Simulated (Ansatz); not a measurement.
Basis-set extrapolation for C2H6N2 (`C/N=C\N`) (PBE0-D4/def2-TZVP geometry, frozen core, the Gaussian-basis code of Ansatz). Multiplicity 1, RHF reference.

```
                      def2-TZVPP   def2-QZVPP
                 HF  -188.184239  -188.193383
    MP2 correlation    -0.753732    -0.804651
CCSD(T) correlation    -0.814692      not run
```

Energies in hartree. Use E(X) = E(∞) + A·exp(−7.88·√X) for Hartree–Fock and E(X) = E(∞) + B·X^(−2.97) for correlation, with X = 3 and 4, and add CCSD(T) minus MP2 of the smaller set to the MP2 limit.

Q: What is the CCSD(T) energy at the basis-set limit?

A: HF limit: -188.193383 + (-0.009144) × 0.13774 = -188.19464. MP2 limit: -0.804651 + (-0.050919) × 0.74074 = -0.84237. Higher-order term: -0.814692 − (-0.753732) = -0.06096. Total: -189.09797 hartree, 260.0 kJ/mol below CCSD(T)/def2-TZVPP.
